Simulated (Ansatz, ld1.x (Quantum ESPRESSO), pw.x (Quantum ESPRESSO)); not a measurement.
pw.x on sc Ir: one setting changed

Potential: norm-conserving Troullier–Martins (Kleinman–Bylander form), ld1.x (Quantum ESPRESSO) 7.5, LDA (PW92); core [Xe] 4f14, reference 5d7 6s2 6p0; waves: 6s (bound): rc 2.50 bohr; 6p (bound, empty): rc 3.35 bohr; 5d (bound): rc 2.35 bohr; 5f channel at 0.2 Ry: rc 2.80 bohr; local part: all-electron potential smoothed inside 2.40 bohr (lloc = -2); core correction: a·sin(br)/r model core inside 1.90 bohr.

The reference run (k-mesh 13³, cutoffs 50/200 Ry, Fermi–Dirac 0.01 Ry, mixing_beta 0.4, conv_thr 1e-9, no spin) gives 0.81 GPa at 16.056 Å³/atom, where all-electron LAPW gives 2.06 GPa. This run, with its own iteration cap, changes occupations to fixed, a wrong or extreme entry chosen on purpose.

```
&control
  calculation='scf', prefix='x', pseudo_dir='./', outdir='./tmp', tstress=.true., disk_io='none'
/
&system
  ibrav=0, nat=1, ntyp=1, ecutwfc=50, ecutrho=200, nbnd=12,
  occupations='fixed'
/
&electrons
  conv_thr=1e-09, mixing_beta=0.4, electron_maxstep=70
/
ATOMIC_SPECIES
Ir 1.0 Ir.UPF
CELL_PARAMETERS angstrom
  2.52277849 0.00000000 0.00000000
  0.00000000 2.52277849 0.00000000
  0.00000000 0.00000000 2.52277849
ATOMIC_POSITIONS crystal
Ir 0.0000 0.0000 0.0000
K_POINTS automatic
13 13 13 0 0 0
```

```bash
pw.x < Ir.scf.in > Ir.scf.out
```

Problem. How does the run end?

Solution. It stops with "electrons: charge is wrong: smearing is needed".

```
Message from routine setup:
     the system is metallic, specify occupations
     Message from routine setup:
     using ibrav=0 with symmetry is DISCOURAGED, use correct ibrav instead
     lattice parameter (alat)  =       4.7674  a.u.
     unit-cell volume          =     108.3513 (a.u.)^3
     number of electrons       =         9.00
     number of Kohn-Sham states=           12
     kinetic-energy cutoff     =      50.0000  Ry
     charge density cutoff     =     200.0000  Ry
     scf convergence threshold =      1.0E-09
     Exchange-correlation= PW
     number of k points=    84
     iteration #  1     ecut=    50.00 Ry     beta= 0.40
     Error in routine electrons (1):
     charge is wrong: smearing is needed
```

The run took about 1.7 s on one core of a shared host (Neoverse-V1, 64 threads, 503 GiB, load 12).
